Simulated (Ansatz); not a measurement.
Reaction (SMILES): ClB(Cl)Cl → B atom + 3 Cl atom
B3LYP-D3(BJ)/def2-TZVP geometries, fixed; electronic energies without zero-point terms.

Basis-set convergence of the atomisation energy at PBE with Ansatz (a first-principles code). Cartesian d functions, on some or all atoms, in 6-31G**; all else is spherical. The program fits the integrals of some runs and decomposes those of others, by size. Open shells are unrestricted. No added dispersion term, no relativity. Functions are those of the species that has most. Reference: the value in pcseg-4, 335.54 kcal/mol, itself unsure by roughly 0.09 kcal/mol (its mean distance from aug-pcseg-3, aug-cc-pV(Q+d)Z, cc-pV(5+d)Z). Deviations are taken from unrounded values.

```tsv
basis	functions	atomisation energy (kcal/mol)	minus reference (kcal/mol)
STO-3G	32	387.87	52.33
6-31G	48	303.72	-31.82
pcseg-1	68	327.91	-7.63
6-31G**	72	335.49	-0.05
cc-pV(D+d)Z	83	335.24	-0.30
def2-SVPD	101	336.88	1.34
aug-cc-pV(D+d)Z	119	333.98	-1.56
def2-TZVP	142	336.58	1.04
pcseg-4	416	335.54	0.00
```

The smallest set listed that lies within 4 kcal/mol of the reference with all its larger relatives (same family, alike in diffuse functions; a set with none counts only in the reference's own line) is cc-pV(D+d)Z (83 functions, -0.30 kcal/mol off). Inside the window by cancellation, since a larger relative falls out: 6-31G**. (Relatives not listed, tested too: 6-311G** -4.28, cc-pV(T+d)Z 0.15, def2-TZVPP 1.03, def2-TZVPD 0.24, jun-cc-pV(T+d)Z -0.43, def2-TZVPPD 0.23, aug-cc-pV(T+d)Z -0.49, cc-pV(Q+d)Z 0.25, def2-QZVP -0.16, def2-QZVPP -0.16, def2-QZVPPD -0.28, aug-cc-pV(Q+d)Z 0.08, cc-pV(5+d)Z 0.16 kcal/mol.)
